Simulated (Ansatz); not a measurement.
# C4H7ClO: one species, many methods

One table from this session's results is given with a row withheld; the runs are named, their logs left out.

The runs use Ansatz 0.2.0, Gaussian basis; functionals in def2-TZVPP, the program's frozen cores in correlated methods.

Plan: PBE-D4, r2SCAN-D4, PBE0-D4, B3LYP-D4, ωB97X-V, ωB97M-V, B2PLYP; CCSD(T)/def2-TZVPP; MP2/def2-QZVPP; extrapolation to the limit.

### The relaxed structure

An earlier PBE0-D4 in a triple-zeta def2 set relaxation fixed the geometry.

13 atoms, charge 0, spin multiplicity 1.

Atoms are counted from 1 here; the program's logs count them from 0.

Bond lengths: C1–C2 1.487 Å, C1–H7 1.093 Å, C1–H8 1.086 Å, C1–H9 1.093 Å, C2–O3 1.351 Å, C2–C4 1.338 Å, O3–H10 0.968 Å, C4–C5 1.484 Å, C4–Cl6 1.751 Å, C5–H11 1.089 Å, C5–H12 1.094 Å, C5–H13 1.094 Å. Angles: C2–C1–H7 109.5°, C2–C1–H8 112.7°, C2–C1–H9 109.5°, H7–C1–H8 108.8°, H7–C1–H9 107.3°, H8–C1–H9 108.8°, C1–C2–O3 111.2°, C1–C2–C4 125.6°, O3–C2–C4 123.2°, C2–O3–H10 108.1°, C2–C4–C5 129.2°, C2–C4–Cl6 117.0°, C5–C4–Cl6 113.8°, C4–C5–H11 111.2°, C4–C5–H12 111.0°, C4–C5–H13 111.0°, H11–C5–H12 108.0°, H11–C5–H13 108.1° and more.

Coordinates:

```xyz
13
charge 0, multiplicity 1
C    -0.4188   -0.7175    1.4335
C     0.4167    0.2397    0.6616
O     1.2914    0.8826    1.4653
C     0.3354    0.4573   -0.6560
C    -0.5668   -0.1668   -1.6559
Cl    1.4329    1.6410   -1.3349
H     0.2260   -1.4468    1.9310
H    -1.1325   -1.2488    0.8101
H    -0.9640   -0.1799    2.2138
H     1.8096    1.4911    0.9196
H    -1.2307   -0.8931   -1.1890
H    -1.1846    0.5879   -2.1511
H     0.0058   -0.6814   -2.4330
```

Set-up of the first run:

in.yaml

```yaml
crystal:
  periodic: [false, false, false]
  atoms:
    - {symbol: C, position_ang: [-0.418814, -0.717482, 1.433469]}
    - {symbol: C, position_ang: [0.416740, 0.239723, 0.661600]}
    - {symbol: O, position_ang: [1.291416, 0.882596, 1.465252]}
    - {symbol: C, position_ang: [0.335390, 0.457312, -0.656012]}
    - {symbol: C, position_ang: [-0.566752, -0.166794, -1.655860]}
    - {symbol: Cl, position_ang: [1.432932, 1.641027, -1.334900]}
    - {symbol: H, position_ang: [0.226036, -1.446766, 1.930983]}
    - {symbol: H, position_ang: [-1.132534, -1.248816, 0.810099]}
    - {symbol: H, position_ang: [-0.964037, -0.179949, 2.213842]}
    - {symbol: H, position_ang: [1.809600, 1.491087, 0.919608]}
    - {symbol: H, position_ang: [-1.230673, -0.893141, -1.189026]}
    - {symbol: H, position_ang: [-1.184640, 0.587892, -2.151127]}
    - {symbol: H, position_ang: [0.005837, -0.681388, -2.433028]}
basis:
  gaussian: {orbitals: def2-TZVPP}
hamiltonian: {xc: pbe, dispersion: d4}
output: {forces: true, orbitals: {seedname: orbitals}}
```

On the command line:

```sh
ansatz run in.yaml --threads 2 --pin off --events-out ev --progress --plain --max-ram 32768MiB --backend cuda --devices 0, --max-vram 18GiB
```

Steps of the session up to this table: PBE-D4 (GGA); r2SCAN-D4 (meta-GGA); PBE0-D4 (hybrid); B3LYP-D4 (hybrid); ωB97X-V (range-separated); ωB97M-V (range-separated); B2PLYP (double hybrid); CCSD(T) in def2-TZVPP; MP2 in def2-QZVPP.

One of the session's tables, all rows but one given; the rest of the session is left out.

| method | atomisation energy (eV) |
| --- | --- |
| PBE-D4 | ? |
| r2SCAN-D4 | 54.288 |
| PBE0-D4 | 54.532 |
| B3LYP-D4 | 53.940 |
| ωB97X-V | 54.019 |
| ωB97M-V | 54.171 |
| B2PLYP | 53.415 |
| HF/def2-TZVPP | 39.111 |
| MP2/def2-TZVPP | 53.747 |
| CCSD/def2-TZVPP | 51.699 |
| CCSD(T)/def2-TZVPP | 52.613 |
| MP2/CBS | 55.094 |
| CCSD(T)/CBS | 53.960 |

**Question.** Estimate the row for PBE-D4.

**Answer.** atomisation energy (eV): 55.638. In the column «atomisation energy (eV)» it is the highest.
